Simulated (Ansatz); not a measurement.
in.yaml

```yaml
crystal:
  periodic: [false, false, false]
  atoms:
    - {symbol: C, position_ang: [-0.007272, -0.000001, 1.189056]}
    - {symbol: S, position_ang: [-0.000232, 0.000000, -0.592809]}
    - {symbol: H, position_ang: [1.043518, 0.000004, 1.502027]}
    - {symbol: H, position_ang: [-0.474742, 0.898302, 1.593877]}
    - {symbol: H, position_ang: [-0.474733, -0.898309, 1.593876]}
basis:
  gaussian: {orbitals: cc-pVDZ}
magnetization: {spin_polarized: false, initial_magnetization: 3}
hamiltonian: {xc: hf}
scf: {lower_state_search: light}
output: {forces: true, orbitals: {seedname: orbitals}}
```

```sh
$ ansatz run in.yaml --threads 1 --pin off --events-out ev --progress --plain --max-ram 2393MiB
```

Log:

```
452 factors; integrals over basis functions are off by at most 1.1e-3 eV
mean field evaluation 1: about -11886.8058 eV, gradient 1.8e1 eV
mean field evaluation 2: about -11886.8645 eV, gradient 1.8e1 eV
mean field evaluation 4: about -11888.7902 eV, gradient 3.6e0 eV
mean field evaluation 8: about -11888.9662 eV, gradient 1.2e-1 eV
mean field -11888.96639563 eV, -436.9114564086 hartree, gradient 2.9e-5 eV, S^2 3.750000; 0 other end points of the search recorded, 0 dependent functions left out
the calculation of the forces begins
reference -11888.96639563 eV, -436.9114564086 hartree; 14, 11 occupied and 33, 36 virtual orbitals, 452 factors
Total energy: -11888.96639563 eV, -436.9114564086 hartree
Atom 0 at    -0.007272    -0.000001     1.189056 Å, force     0.435407    -0.000002     7.169882 eV/Å
Atom 1 at    -0.000232     0.000000    -0.592809 Å, force    -0.035755     0.000004    -7.570497 eV/Å
Atom 2 at     1.043518     0.000004     1.502027 Å, force     0.145914     0.000001     0.085026 eV/Å
Atom 3 at    -0.474742     0.898302     1.593877 Å, force    -0.272784     0.223032     0.157795 eV/Å
Atom 4 at    -0.474733    -0.898309     1.593876 Å, force    -0.272782    -0.223035     0.157794 eV/Å
Dipole moment:    -0.001447     0.000000    -0.025008 e Å
```

Forces (eV/Å):
```
C    0.435  0.000  7.170
S   -0.036  0.000 -7.570
H    0.146  0.000  0.085
H   -0.273  0.223  0.158
H   -0.273 -0.223  0.158
```

Ran on 1 thread of Arm Neoverse V1, shared host: 0.45 s wall, 0.07 GiB peak host memory.
